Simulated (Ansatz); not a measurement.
The same path of AlH$_{3}$NO (6 atoms, charge 0, multiplicity 2) was run 3 times with different band settings. The coordinate that changes most is the height of N1 over the plane of its neighbours.

Computed with UKS B3LYP-D4/def2-TZVP in Ansatz 0.2.0.

Relaxed end points:

```xyz
6
Properties=species:S:1:pos:R:3
N -0.920 0.239 -0.772
Al 0.640 0.570 0.006
O 1.172 -0.596 1.138
H -1.484 -0.577 -0.583
H -1.362 0.829 -1.458
H 1.995 -0.529 1.624
```

```xyz
6
Properties=species:S:1:pos:R:3
N -0.992 0.083 -0.714
Al 0.041 -0.714 0.489
O 1.493 0.103 0.878
H -1.875 -0.266 -1.047
H -0.760 0.960 -1.158
H 2.135 -0.229 1.506
```

Common settings: optimiser quadratic models (default); start path through a guess of the saddle point; force threshold 0.05 eV/Å; iteration limit 60; end points relaxed.

| run | movable images | climbing image | spring |
| --- | --- | --- | --- |
| 1 | 9 | yes | 5.0 eV/Å² |
| 2 | 9 | yes | 2.0 to 10.0 eV/Å², energy-weighted |
| 3 | 6 | no | 5.0 eV/Å² |

Task: What does each run give, and how far can it be trusted?

Result: Run 1: converged after 19 iterations, highest image 0.241 eV above the first end. A vibrational analysis at the climbing image gives one clearly imaginary mode, 308i cm⁻¹: a first-order saddle point.
Run 2: converged after 18 iterations, highest image 0.241 eV above the first end. Another band between the same ends (9 images) ends at a top of the same energy, where a vibrational analysis finds 1 clearly imaginary mode.
Run 3: converged after 11 iterations, highest image 0.229 eV above the first end. No image climbed, so the highest image needn't sit at the top of the path.
